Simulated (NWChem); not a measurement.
hydrogen sulfide (H2S); SMILES S

```xyz
3

S      0.0000     0.0000     0.1136
H      0.9715     0.0000    -0.8224
H     -0.9715     0.0000    -0.8224
```
Atoms are numbered in this order, from 1.

Computed with NWChem. Geometry optimised at PBE0/def2-SVP; all other runs use it. 

```tsv
quantity	level	value
vertical, lowest excitation, singlet (eV)	B3LYP/def2-SVPD, TDA	5.98
−ε(HOMO) (eV)	PBE/def2-SVP	5.85
isotropic polarisability (bohr³), static	B3LYP/def2-SVPD	24.9
solvation free energy (kcal/mol) in water	PBE0/def2-SVP, SMD	-1.6
dipole (D)	PBE0/def2-SVP	1.35
highest harmonic frequency (cm⁻¹)	PBE0/def2-SVP	2750
```
